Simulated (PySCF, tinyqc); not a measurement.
MP2 on RHF in the sto-6g basis, frozen core, for HF, spin multiplicity 1, step by step. The lowest restricted solution is unstable here: a spin-polarised one lies 0.0198 hartree lower (PySCF). Computed by tinyqc, a small Python program that keeps every step (integrals from PySCF). Settings: charge = 0, multiplicity = 1, basis = sto-6g, method = RHF, frozen orbitals = 1, energy threshold = 1e-10, iteration cap = 66, orthogonalisation = canonical, start = atomic densities, DIIS depth = 6. Command: `OMP_NUM_THREADS=1 python tinyqc.py 26064 26065 out.jsonl` (the two numbers bound the seeds that draw the settings). One thread of a shared host (Intel(R) Xeon(R) Processor @ 2.60GHz), about 0.2 s of CPU time with the checks. The early iterations of the SCF are left out here.

## One-electron integrals

Geometry (angstrom):
```
atom         x         y         z
F     0.000000  0.000000  0.000000
H     0.000000  0.000000  1.353000
```

Basis sto-6g: exponents (1/bohr^2) and contraction coefficients of normalised primitives:
```
element  l (shell)     exponent  coefficient
F            s (1)  1728.626574     0.009164
F            s (1)   316.941790     0.049361
F            s (1)    88.668891     0.168538
F            s (1)    30.460157     0.370563
F            s (1)    11.828570     0.416492
F            s (1)     4.871659     0.130334
F            s (2)    67.032281    -0.013253
F            s (2)    13.267438    -0.046992
F            s (2)     4.123510    -0.033785
F            s (2)     1.586463     0.250242
F            s (2)     0.689002     0.595117
F            s (2)     0.315820     0.240706
F            p (3)    67.032281     0.003760
F            p (3)    13.267438     0.037679
F            p (3)     4.123510     0.173897
F            p (3)     1.586463     0.418036
F            p (3)     0.689002     0.425860
F            p (3)     0.315820     0.101708
H            s (1)    35.523221     0.009164
H            s (1)     6.513144     0.049361
H            s (1)     1.822143     0.168538
H            s (1)     0.625955     0.370563
H            s (1)     0.243077     0.416492
H            s (1)     0.100112     0.130334
```

Overlap, kinetic and nuclear-attraction integrals over the contracted functions; the nuclear repulsion is the sum of Za Zb / Rab.

nuclear repulsion = 3.52002579 hartree

overlap S, lower triangle:
```
           1F 1s     1F 2s    1F 2px    1F 2py    1F 2pz     2H 1s
1F 1s   1.000000
1F 2s   0.232479  1.000000
1F 2px  0.000000  0.000000  1.000000
1F 2py  0.000000  0.000000  0.000000  1.000000
1F 2pz  0.000000  0.000000  0.000000  0.000000  1.000000
2H 1s   0.018444  0.219137  0.000000  0.000000  0.194966  1.000000
```

kinetic energy T (hartree), lower triangle:
```
            1F 1s      1F 2s    1F 2px    1F 2py    1F 2pz     2H 1s
1F 1s   37.397730
1F 2s   -1.143349   1.082297
1F 2px   0.000000   0.000000  3.251325
1F 2py   0.000000   0.000000  0.000000  3.251325
1F 2pz   0.000000   0.000000  0.000000  0.000000  3.251325
2H 1s   -0.005119  -0.000966  0.000000  0.000000  0.050006  0.768522
```

nuclear attraction V (hartree), lower triangle:
```
             1F 1s       1F 2s      1F 2px      1F 2py      1F 2pz      2H 1s
1F 1s   -78.213566
1F 2s    -7.956636  -11.866424
1F 2px    0.000000    0.000000  -11.852244
1F 2py    0.000000    0.000000    0.000000  -11.852244
1F 2pz   -0.007315   -0.086368    0.000000    0.000000  -11.893262
2H 1s    -0.721386   -1.791899    0.000000    0.000000   -1.368192  -4.733693
```

core Hamiltonian H = T + V (hartree), lower triangle:
```
             1F 1s       1F 2s     1F 2px     1F 2py     1F 2pz      2H 1s
1F 1s   -40.815836
1F 2s    -9.099985  -10.784128
1F 2px    0.000000    0.000000  -8.600919
1F 2py    0.000000    0.000000   0.000000  -8.600919
1F 2pz   -0.007315   -0.086368   0.000000   0.000000  -8.641937
2H 1s    -0.726505   -1.792865   0.000000   0.000000  -1.318186  -3.965171
```

## Two-electron integrals

Functions are numbered as in S; the eight-fold symmetry (ij|kl) = (ji|kl) = (kl|ij) leaves the list below.

Two-electron integrals (ij|kl) in chemists' order, unique and non-zero (hartree):
```
(11|11) 5.406240   (21|11) 0.768129   (21|21) 0.138909   (22|11) 1.266271
(22|21) 0.283987   (22|22) 0.926367   (31|31) 0.029452   (32|31) 0.044681
(32|32) 0.204753   (33|11) 1.266273   (33|21) 0.283987   (33|22) 0.926366
(33|33) 0.998085   (41|41) 0.029452   (42|41) 0.044681   (42|42) 0.204753
(43|43) 0.053789   (44|11) 1.266273   (44|21) 0.283987   (44|22) 0.926366
(44|33) 0.890506   (44|44) 0.998085   (51|51) 0.029452   (52|51) 0.044681
(52|52) 0.204753   (53|53) 0.053789   (54|54) 0.053789   (55|11) 1.266273
(55|21) 0.283987   (55|22) 0.926366   (55|33) 0.890506   (55|44) 0.890506
(55|55) 0.998085   (61|11) 0.064731   (61|21) 0.011234   (61|22) 0.022508
(61|33) 0.022471   (61|44) 0.022471   (61|51) 0.000488   (61|52) 0.000961
(61|55) 0.022581   (61|61) 0.000923   (62|11) 0.183255   (62|21) 0.041809
(62|22) 0.154613   (62|33) 0.152384   (62|44) 0.152384   (62|51) 0.003038
(62|52) 0.023962   (62|55) 0.159073   (62|61) 0.003390   (62|62) 0.033707
(63|31) 0.004380   (63|32) 0.025957   (63|53) 0.004889   (63|63) 0.004650
(64|41) 0.004380   (64|42) 0.025957   (64|54) 0.004889   (64|64) 0.004650
(65|11) 0.133994   (65|21) 0.030969   (65|22) 0.122283   (65|33) 0.117419
(65|44) 0.117419   (65|51) 0.006250   (65|52) 0.043071   (65|55) 0.132009
(65|61) 0.002605   (65|62) 0.032706   (65|65) 0.035994   (66|11) 0.388145
(66|21) 0.090169   (66|22) 0.384210   (66|33) 0.373608   (66|44) 0.373608
(66|51) 0.006922   (66|52) 0.078056   (66|55) 0.405412   (66|61) 0.007333
(66|62) 0.115945   (66|65) 0.129850   (66|66) 0.774999
```

## Orthogonalisation

S = U s U^T; canonical form X = U s^(-1/2), so that X^T S X = 1. Each column of U has its largest component positive (the first on a tie).

eigenvalues of S: 0.657300  0.861914  1.000000  1.000000  1.120495  1.360291

X:
```
                1          2         3          4          5         6
1F 1s   -0.495777   0.637856  0.000000   0.000000  -0.517456  0.371499
1F 2s    0.786711  -0.342293  0.000000   0.000000  -0.298721  0.536965
1F 2px   0.000000   0.000000  0.330324   0.943868   0.000000  0.000000
1F 2py   0.000000   0.000000  0.943868  -0.330324   0.000000  0.000000
1F 2pz   0.400708   0.650894  0.000000   0.000000   0.622470  0.264466
2H 1s   -0.704342  -0.461000  0.000000   0.000000   0.384706  0.488725
```

Within a degenerate level the vectors are fixed only up to a rotation; this is one choice.

## Iteration 7 (converged): orbitals

converged F (hartree), lower triangle:
```
             1F 1s      1F 2s     1F 2px     1F 2py     1F 2pz      2H 1s
1F 1s   -26.264948
1F 2s    -6.372422  -2.884256
1F 2px    0.000000   0.000000  -0.473078
1F 2py    0.000000   0.000000   0.000000  -0.473078
1F 2pz   -0.012384  -0.013017   0.000000   0.000000  -0.200978
2H 1s    -0.511759  -0.518082   0.000000   0.000000  -0.382375  -0.239463
```

Diagonalise F' = X^T F X, C = X C', fill 5 alpha and 5 beta electrons from the bottom; D = 2 C_occ C_occ^T. Each column has its largest component positive (the first on a tie).

F' = X^T F X (hartree), lower triangle:
```
           1          2          3          4          5          6
1  -2.991756
2   5.091085  -8.015054
3   0.000000   0.000000  -0.473078
4   0.000000   0.000000   0.000000  -0.473078
5  -4.639564   8.188473   0.000000   0.000000  -9.220945
6   3.759494  -6.987047   0.000000   0.000000   7.776527  -7.632821
```

orbital energies (hartree): MO1 -26.268021, MO2 -1.421684, MO3 -0.473078, MO4 -0.473078, MO5 -0.458462, MO6 0.287593

coefficients C:
```
              MO1        MO2        MO3       MO4        MO5        MO6
1F 1s    0.997256  -0.246557   0.000000  0.000000   0.038161   0.040761
1F 2s    0.011652   1.007652   0.000000  0.000000  -0.207747  -0.234496
1F 2px   0.000000   0.000000  -0.448909  0.893578   0.000000   0.000000
1F 2py   0.000000   0.000000   0.893578  0.448909   0.000000   0.000000
1F 2pz   0.000741   0.014802   0.000000  0.000000   0.688535  -0.753220
2H 1s   -0.001435   0.076097   0.000000  0.000000   0.612710   0.845141
```

D after iteration 7, lower triangle:
```
            1F 1s      1F 2s    1F 2px    1F 2py    1F 2pz     2H 1s
1F 1s    2.113532
1F 2s   -0.489503   2.117313
1F 2px   0.000000   0.000000  2.000000
1F 2py   0.000000   0.000000  0.000000  2.000000
1F 2pz   0.046729  -0.256235  0.000000  0.000000  0.948601
2H 1s    0.006376  -0.101253  0.000000  0.000000  0.845996  0.762413
```

Within a degenerate level the vectors are fixed only up to a rotation; this is one choice.

## Convergence

Stop when the energy changes by less than 1e-10 hartree and every element of the error matrix X^T (F D S - S D F) X is below 3e-06.

Course of the cycle:
```
iteration   E (hartree)     change  largest element of the error matrix
1          -99.97824679          -                             4.70e-01
2          -99.31134726   6.67e-01                             2.11e-01
3          -99.39731363  -8.60e-02                             2.13e-02
4          -99.39805387  -7.40e-04                             2.35e-03
5          -99.39805779  -3.92e-06                             1.67e-05
6          -99.39805779  -2.25e-10                             2.76e-06
7          -99.39805779  -1.56e-11                             9.51e-09
```

PySCF RHF in the same basis = -99.39805779 hartree

Converged in 7 iterations.

## Integrals over molecular orbitals

(pq|rs) = sum C_ip C_jq C_kr C_ls (ij|kl), one index at a time.

one-electron integrals over orbitals h = C^T H C (hartree), lower triangle:
```
            1          2          3          4          5          6
1  -40.802970
2    0.736597  -9.187373
3    0.000000   0.000000  -8.600919
4    0.000000   0.000000   0.000000  -8.600919
5   -0.109066   0.442189   0.000000   0.000000  -6.631580
6   -0.122835   0.677684   0.000000   0.000000   2.370766  -5.913179
```

Two-electron integrals over orbitals (pq|rs), unique and non-zero (hartree); the lowest 1 orbital is frozen and left out:
```
(22|22) 0.882898    (32|32) 0.191353    (33|22) 0.901614    (33|33) 0.998085
(42|42) 0.191353    (43|43) 0.053789    (44|22) 0.901614    (44|33) 0.890506
(44|44) 0.998085    (52|22) -0.045123   (52|33) -0.058315   (52|44) -0.058315
(52|52) 0.127417    (53|32) -0.023100   (53|53) 0.033139    (54|42) -0.023100
(54|54) 0.033139    (55|22) 0.675879    (55|33) 0.661081    (55|44) 0.661081
(55|52) -0.009315   (55|55) 0.656447    (62|22) -0.072640   (62|33) -0.072256
(62|44) -0.072256   (62|52) -0.082935   (62|55) -0.021070   (62|62) 0.090636
(63|32) -0.024035   (63|53) -0.023693   (63|63) 0.028081    (64|42) -0.024035
(64|54) -0.023693   (64|64) 0.028081    (65|22) -0.256303   (65|33) -0.259442
(65|44) -0.259442   (65|52) 0.070907    (65|55) -0.088941   (65|62) 0.030241
(65|65) 0.246158    (66|22) 0.625968    (66|33) 0.611345    (66|44) 0.611345
(66|52) 0.039547    (66|55) 0.637125    (66|62) -0.048443   (66|65) -0.026324
(66|66) 0.660617
```

## Second-order Moller-Plesset energy

Hartree-Fock energy = -99.39805779 hartree

E2 = sum_ijab (ia|jb) [2 (ia|jb) - (ib|ja)] / (e_i + e_j - e_a - e_b) over occupied i, j and virtual a, b; the opposite-spin part is (ia|jb)^2 / denominator, the rest is same-spin, and SCS-MP2 scales them by 6/5 and 1/3.

Terms:
```
i  j  a  b   (ia|jb)   (ib|ja)  denominator       term
5  5  6  6  0.246158  0.246158    -1.492109  -0.040609
2  2  6  6  0.090636  0.090636    -3.418553  -0.002403
3  3  6  6  0.028081  0.028081    -1.521340  -0.000518
4  4  6  6  0.028081  0.028081    -1.521340  -0.000518
2  5  6  6  0.030241  0.030241    -2.455331  -0.000372
5  2  6  6  0.030241  0.030241    -2.455331  -0.000372
```

Pair energies (hartree; pair i-j sums ij and ji):
```
pair  opposite spin  same spin
2-2       -0.002403   0.000000
3-3       -0.000518   0.000000
4-4       -0.000518   0.000000
5-2       -0.000745   0.000000
5-5       -0.040609   0.000000
```

MP2 correlation energy = -0.04479391 hartree

SCS-MP2 correlation energy = -0.05375270 hartree

MP2 total energy = -99.44285170 hartree
